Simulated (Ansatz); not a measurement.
HClO, singlet, at a GFN2-xTB geometry.

The Ansatz (a quantum-chemistry and plane-wave program) input:
Ansatz 0.2 input:
```yaml
crystal:
  periodic: [false, false, false]
  atoms:
    - {symbol: O, position_ang: [-0.00874070, 1.09829644, 0.01643599]}
    - {symbol: H, position_ang: [-0.94458229, 1.33506531, 0.00439258]}
    - {symbol: Cl, position_ang: [0.05967693, -0.59537863, -0.00799297]}
basis:
  gaussian:
    orbitals: cc-pVDZ
correlation: {method: mp2}
magnetization: {spin_polarized: true}
```

### Question
What is the computed total energy (MP2/cc-pVDZ run with Ansatz)?

### Answer
-535.2012 Eh

### Question
What is the computed number of basis functions (MP2/cc-pVDZ)?

### Answer
37

### Question
What MP2 correlation energy does MP2/cc-pVDZ give?

### Answer
-0.3284 Eh
